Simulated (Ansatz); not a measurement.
**BH2S2− (SMILES [S-]BS): single points off equilibrium**

An exercise on one series of results from a longer session: the logs are not shown, and one member is left open.

The runs use Ansatz 0.2.0, Gaussian basis; single points in def2-TZVPPD.

Cores are frozen in the correlated methods.

### Starting geometry

SMILES `[S-]BS`, 5 atoms, charge -1, spin multiplicity 1.

Atoms are counted from 1 here; the program's logs count them from 0.

Bond lengths: S1–B2 1.870 Å, B2–S3 1.955 Å, B2–H4 0.983 Å, S3–H5 1.203 Å. Angles: S1–B2–S3 117.3°, S1–B2–H4 128.1°, S3–B2–H4 113.7°, B2–S3–H5 98.5°.

As a file:

```csv
atom,x (Å),y (Å),z (Å)
S1,-1.1729,-1.1501,0.9449
B2,-0.5215,0.0463,-0.3358
S3,1.3430,0.6105,-0.1701
H4,-0.9450,0.3231,-1.1789
H5,1.6711,-0.1211,0.7268
```

Set-up of the first run:

Contents of run/in.yaml:

```yaml
crystal:
  periodic: [false, false, false]
  atoms:
    - {symbol: S, position_ang: [-1.172900, -1.150100, 0.944900]}
    - {symbol: B, position_ang: [-0.521500, 0.046300, -0.335800]}
    - {symbol: S, position_ang: [1.343000, 0.610500, -0.170100]}
    - {symbol: H, position_ang: [-0.945000, 0.323100, -1.178900]}
    - {symbol: H, position_ang: [1.671100, -0.121100, 0.726800]}
basis:
  gaussian: {orbitals: "def2-TZVPPD.json"}
total_charge: -1
correlation: {method: ccsd_t}
output: {forces: true}
```

The basis file named in the input lies beside it (Basis Set Exchange, JSON).

No record of the launch command was kept for these runs.

Steps of the session up to this table: CCSD(T)/def2-TZVPPD; PBE0-D4/def2-TZVPPD; wB97M-V/def2-TZVPPD; r2SCAN-D4/def2-TZVPPD; PBE-D4/def2-TZVPPD; r2SCANh-D4/def2-TZVPPD; LC-wPBE/def2-TZVPPD.

One table of the session follows, with a row left open; its other results are not shown here.

```
    method  RMS force component (eV/Å)  angle to CCSD(T) forces (°)
   CCSD(T)                       4.255                    reference
   PBE0-D4                           ?                            ?
   wB97M-V                       4.227                          1.2
 r2SCAN-D4                       4.272                          0.6
    PBE-D4                       4.307                          1.6
r2SCANh-D4                       4.278                          0.9
   LC-wPBE                       4.393                          2.4
```

Estimate the missing values for PBE0-D4.

**Answer.** RMS force component (eV/Å): 4.325; angle to CCSD(T) forces (°): 1.0. In the column «RMS force component (eV/Å)» it lies between PBE-D4 (4.307) and LC-wPBE (4.393).
